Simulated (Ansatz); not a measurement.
## fcc Ag

Level of theory: r²SCAN50 in Ansatz (plane waves, PAW).

Settings: plane-wave cutoff 520 eV, 14×14×14 k mesh, Fermi–Dirac smearing 0.05 eV, no spin polarisation, scalar-relativistic PAW data made under PBE.

Cell: relaxed at this level.

```json
{
 "equilibrium_volume_per_atom": "17.62 Å³/atom",
 "lattice_parameter_a": "4.131 Å"
}
```

Measured, for comparison: equilibrium volume per atom 16.76 Å³/atom (static lattice: zero-point anharmonic expansion removed; as tabulated in Mejia-Rodriguez and Trickey (2018), arXiv:1807.09216); lattice constant a 4.062 Å (static lattice: zero-point anharmonic expansion removed, our sources range from 4.056 to 4.063; as tabulated in Mejia-Rodriguez and Trickey (2018), arXiv:1807.09216). Computed (rounded) less measured: equilibrium volume per atom +5.1 %, lattice constant a +1.7 % (+1.7 % to +1.8 % over the range).

Ansatz is a quantum-chemistry and plane-wave program.
